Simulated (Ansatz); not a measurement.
# C4H8O: the cost of one run

Method: the levels named in each step, in Ansatz 0.2.0.

**1. The structure to begin with**

Bond lengths: C1–C2 1.527 Å, C2–C3 1.529 Å, C3–O4 1.416 Å, C1–C5 1.529 Å, O4–C5 1.421 Å, C1–H6 1.091 Å, C1–H7 1.087 Å, C2–H8 1.091 Å, C2–H9 1.087 Å, C3–H10 1.099 Å, C3–H11 1.093 Å, C5–H12 1.099 Å, C5–H13 1.093 Å. Angles (14 of 25 angles, heavy atoms first): C1–C2–C3 101.3°, C2–C1–C5 101.3°, C2–C3–O4 106.9°, C3–O4–C5 109.8°, C1–C5–O4 106.7°, C1–C2–H8 110.2°, C1–C2–H9 113.4°, C3–C2–H8 110.3°, C3–C2–H9 112.3°, C2–C1–H6 110.2°, C2–C1–H7 113.4°, C5–C1–H6 110.3°, C5–C1–H7 112.3°, C2–C3–H10 110.8°.

Coordinates:

```xyz
13

C    -1.0476    0.4118   -0.6282
C    -0.8245   -0.9890   -0.0635
C     0.6932   -1.0008    0.1188
O     1.0845    0.3312    0.3986
C     0.0028    1.2154    0.1384
H    -0.8298    0.4262   -1.6967
H    -2.0546    0.7881   -0.4652
H    -1.3224   -1.0897    0.9015
H    -1.1667   -1.7811   -0.7249
H     1.1936   -1.3311   -0.8025
H     1.0229   -1.6403    0.9421
H    -0.4031    1.5747    1.0946
H     0.3823    2.0735   -0.4229
```

**2. A rough first relaxation, PBE-D4/def2-SVP**

This run stands in another session on the same molecule. It ended at:

```xyz
13

C    -1.0415    0.4157   -0.6318
C    -0.8208   -0.9901   -0.0564
C     0.7038   -1.0076    0.1119
O     1.0909    0.3358    0.4023
C     0.0022    1.2248    0.1484
H    -0.8106    0.4279   -1.7181
H    -2.0739    0.7954   -0.4996
H    -1.3223   -1.0856    0.9300
H    -1.1960   -1.8036   -0.7083
H     1.2030   -1.3563   -0.8259
H     1.0432   -1.6732    0.9356
H    -0.4227    1.5956    1.1138
H     0.3753    2.1100   -0.4118
```

**3. Relaxation, r2SCAN-D4/def2-TZVPP**

The input, input.yaml:

```yaml
crystal:
  periodic: [false, false, false]
  atoms:
    - { symbol: C, position_ang: [-1.04146251, 0.41572313, -0.63176016] }
    - { symbol: C, position_ang: [-0.82081044, -0.99007966, -0.05639152] }
    - { symbol: C, position_ang: [0.70379112, -1.00756193, 0.1118826] }
    - { symbol: O, position_ang: [1.090939, 0.33584301, 0.40226687] }
    - { symbol: C, position_ang: [0.00218548, 1.22484146, 0.14840045] }
    - { symbol: H, position_ang: [-0.81062743, 0.42789215, -1.71812664] }
    - { symbol: H, position_ang: [-2.07392726, 0.79541863, -0.49964379] }
    - { symbol: H, position_ang: [-1.32228784, -1.08560129, 0.93003028] }
    - { symbol: H, position_ang: [-1.19600302, -1.80360073, -0.70833818] }
    - { symbol: H, position_ang: [1.20295355, -1.35633741, -0.82586606] }
    - { symbol: H, position_ang: [1.04324301, -1.67315523, 0.93559366] }
    - { symbol: H, position_ang: [-0.42274973, 1.59555346, 1.11381738] }
    - { symbol: H, position_ang: [0.37527607, 2.11002439, -0.4118249] }
basis:
  gaussian: { orbitals: def2-TZVPP }
hamiltonian:
  xc: r2scan
  dispersion: d4
relax:
  f_tol: 0.004
  max_steps: 150
```

Started as:

```bash
$ ansatz run input.yaml --threads 4 --pin off --max-ram 10240MiB --backend cpu --events-out ev --progress --plain --runs-dir out
```

What time and memory should one allow on 4 threads of AMD EPYC 7R13 (Zen 3), shared host?

About 33 s, with a peak of 0.39 GiB.
